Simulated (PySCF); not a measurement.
# CF: changing the method

Aim: see what other levels and later steps give for CF.

Program: PySCF 2.14.0. Level of theory: method and basis as typed in the scripts. These are calculated values, not measurements.

2 further runs of the same task are left out: 2 that didn't finish.

## 1. Starting geometry

CF: 2 atoms, charge 0, spin multiplicity 2.

Bond lengths: C1–F2 1.252 Å.

## 2. Base script

Contents of input.py:

```python
from pyscf import gto, dft

mol = gto.M(
    atom='C 0 0 0; F 0 0 1.252',
    basis='cc-pcvdz',
    charge=0,
    spin=1,
    verbose=3,
)
mf = dft.ROKS(mol, xc='b3pw91')
mf.kernel()
mf.dip_moment()
print('orbital energies (hartree):', mf.mo_energy[..., max(0, mol.nelec[1]-3):mol.nelec[0]+3].round(4))
```

Launch:

```console
$ python input.py
```

Standard output:

```text
converged SCF energy = -137.732344653474
Dipole moment(X, Y, Z, Debye): -0.00000,  0.00000,  0.91509
orbital energies (hartree): [-0.5473 -0.5418 -0.3902 -0.116  -0.0886  0.1859  0.4781]
```

Run time: 1.7 s. Hardware: 1 thread, shared host.

In short: E(SCF) = -137.732345 Eh, μ = 0.92 D.

The bond length is a typed value, not an optimised one.

## 3. CASCI (ROHF)

Run 1 changes step after the SCF: none → casci; SCF type: ROKS → ROHF; functional: b3pw91 → none (Hartree–Fock); active space: none → 7 electrons in 8 orbitals.

Edit input.py of step 2 so:

```diff
@@ -1,2 +1,2 @@
-from pyscf import gto, dft
+from pyscf import gto, scf, mcscf
 
@@ -9,4 +9,7 @@
 )
-mf = dft.ROKS(mol, xc='b3pw91')
+mf = scf.ROHF(mol)
 mf.kernel()
+mc = mcscf.CASCI(mf, 8, 7)
+mc.kernel()
+mc.analyze()
 mf.dip_moment()
```

Launch:

```console
$ python input.py
```

Standard output:

```text
converged SCF energy = -137.17569153234
CASCI E = -137.200598644938  E(CI) = -15.3201733693368  S^2 = 0.7500000
Dipole moment(X, Y, Z, Debye):  0.00000, -0.00000,  0.49087
orbital energies (hartree): [-0.7673 -0.7485 -0.5576 -0.0961  0.0961  0.3457  0.6622]
```

Run time: 0.88 s. Hardware: 1 thread, shared host.

Outcome: E(SCF) = -137.175692 Eh, E(CAS) − E(SCF) = -0.02491 Eh, μ = 0.49 D (of the SCF density).

## 4. Bp86

Run 2 changes functional: b3pw91 → bp86.

Edit input.py of step 2 so:

```diff
@@ -9,3 +9,3 @@
 )
-mf = dft.ROKS(mol, xc='b3pw91')
+mf = dft.ROKS(mol, xc='bp86')
 mf.kernel()
```

Launch:

```console
$ python input.py
```

Standard output:

```text
converged SCF energy = -137.784588740607
Dipole moment(X, Y, Z, Debye):  0.00000, -0.00000,  1.06207
orbital energies (hartree): [-0.4903 -0.4774 -0.3398 -0.1279 -0.1118  0.1475  0.432 ]
```

Run time: 1.5 s. Hardware: 1 thread, shared host.

Result: E(SCF) = -137.784589 Eh, μ = 1.06 D.

## 5. 0.5*hf+0.5*b88,lyp

Run 3 changes functional: b3pw91 → 0.5*hf+0.5*b88,lyp.

Edit input.py of step 2 so:

```diff
@@ -9,3 +9,3 @@
 )
-mf = dft.ROKS(mol, xc='b3pw91')
+mf = dft.ROKS(mol, xc='0.5*hf+0.5*b88,lyp')
 mf.kernel()
```

Launch:

```console
$ python input.py
```

Standard output:

```text
converged SCF energy = -137.732329089838
Dipole moment(X, Y, Z, Debye): -0.00000, -0.00000,  0.72314
orbital energies (hartree): [-0.6325 -0.6273 -0.4597 -0.1184 -0.0247  0.2362  0.5322]
```

Wall time 1.5 s (1 thread, shared host).

Outcome: E(SCF) = -137.732329 Eh, μ = 0.72 D.

## 6. CCSD(T) (ROHF)

Run 4 changes step after the SCF: none → ccsd(t); SCF type: ROKS → ROHF; functional: b3pw91 → none (Hartree–Fock).

Edit input.py of step 2 so:

```diff
@@ -1,2 +1,2 @@
-from pyscf import gto, dft
+from pyscf import gto, scf, cc
 
@@ -9,4 +9,7 @@
 )
-mf = dft.ROKS(mol, xc='b3pw91')
+mf = scf.ROHF(mol)
 mf.kernel()
+mycc = cc.CCSD(mf)
+mycc.kernel()
+mycc.ccsd_t()
 mf.dip_moment()
```

Launch:

```console
$ python input.py
```

Standard output:

```text
converged SCF energy = -137.17569153234

WARN: RCCSD method does not support ROHF method. ROHF object is converted to UHF object and UCCSD method is called.

E(UCCSD) = -137.5466997960254  E_corr = -0.3710082636850498
UCCSD(T) correction = -0.00749519141591763
Dipole moment(X, Y, Z, Debye):  0.00000, -0.00000,  0.49087
orbital energies (hartree): [-0.7673 -0.7485 -0.5576 -0.0961  0.0961  0.3457  0.6622]
```

Run time: 2.8 s. Hardware: 1 thread, shared host.

Outcome: E(SCF) = -137.175692 Eh, E(CCSD) − E(SCF) = -0.37101 Eh, (T) = -0.00750 Eh, μ = 0.49 D (of the SCF density).

## 7. Frequency run (UKS)

Run 5 changes step after the SCF: none → frequency; SCF type: ROKS → UKS.

Contents of input.py:

```python
from pyscf import gto, dft
from pyscf.hessian import thermo

mol = gto.M(
    atom='C 0 0 0; F 0 0 1.252',
    basis='cc-pcvdz',
    charge=0,
    spin=1,
    verbose=3,
)
mf = dft.UKS(mol, xc='b3pw91')
mf.kernel()
hess = mf.Hessian().kernel()
print('wavenumber (cm^-1) =', thermo.harmonic_analysis(mol, hess)['freq_wavenumber'].round(1))
mf.dip_moment()
print('orbital energies (hartree):', [e[max(0, n-3):n+3].round(4) for e, n in zip(mf.mo_energy, mol.nelec)])
```

Launch:

```console
$ python input.py
```

Standard output:

```text
WARN: HOMO -0.0984474261827438 >= LUMO -0.0984474261827438

converged SCF energy = -137.733847644217  <S^2> = 0.75312402  2S+1 = 2.0031216
wavenumber (cm^-1) = [1449.8]
Dipole moment(X, Y, Z, Debye):  0.00000, -0.00000,  0.91287
orbital energies (hartree): [array([-0.5489, -0.4087, -0.204 , -0.0978,  0.1779,  0.4461]), array([-0.5453, -0.5245, -0.3711, -0.0788, -0.0295,  0.1944])]
```

Run time: 8.3 s. Hardware: 1 thread, shared host.

This run: E(SCF) = -137.733848 Eh (-0.0409 eV from the base), ⟨S²⟩ = 0.753, μ = 0.91 D, wavenumbers 1450 cm⁻¹.

The bond length is a typed value, not an optimised one, so the wavenumber is not that of the minimum.

## 8. Side by side

| run | E(SCF) (hartree) | from base (eV) | gap, α spin (eV) | SCF dipole (D) | after the SCF |
| --- | --- | --- | --- | --- | --- |
| base | -137.732345 | 0 | n/a | 0.92 | n/a |
| CASCI (ROHF) | -137.175692 | not comparable | n/a | 0.49 | CASCI correlation -0.678 eV |
| bp86 | -137.784589 | not comparable | n/a | 1.06 | n/a |
| 0.5*hf+0.5*b88,lyp | -137.732329 | not comparable | n/a | 0.72 | n/a |
| CCSD(T) (ROHF) | -137.175692 | not comparable | n/a | 0.49 | CCSD(T) correlation -10.300 eV |
| frequency run (UKS) | -137.733848 | -0.0409 | 2.89 | 0.91 | highest mode 1450 cm⁻¹ |

Wall time on 1 thread, shared host, start-up included: base 1.7 s; CASCI (ROHF) 0.88 s; bp86 1.5 s; 0.5*hf+0.5*b88,lyp 1.5 s; CCSD(T) (ROHF) 2.8 s; frequency run (UKS) 8.3 s.

In words: Total energies of different functionals can't be compared with each other; differences within one functional can. The dearest run is “frequency run (UKS)”, at 8.3 s against 1.7 s.
